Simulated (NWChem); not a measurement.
chloroform (CHCl3); SMILES ClC(Cl)Cl

```xyz
5

Cl     1.4829     0.8401    -0.0742
C      0.0000     0.0000     0.4641
Cl    -1.4690     0.8642    -0.0742
Cl    -0.0139    -1.7043    -0.0742
H      0.0000     0.0000     1.5498
```
Atoms are numbered in this order, from 1.

All runs: NWChem. Pople sets run with spherical d functions. Geometry: optimised at B3LYP/6-31G* (spherical d). Level: B3LYP/6-31G* with SMD (1 M gas to 1 M solution), gas-phase geometry.

Q: Estimate the computed values for solvent n-hexane. Quantities: solvation free energy (kcal/mol); cavity-dispersion-structure term (kcal/mol); dipole in solution (D).

A: 
```
Quantity                                     Value
-------------------------------------------  -----
solvation free energy (kcal/mol)              -4.3
cavity-dispersion-structure term (kcal/mol)   -2.9
dipole in solution (D)                        1.46
```
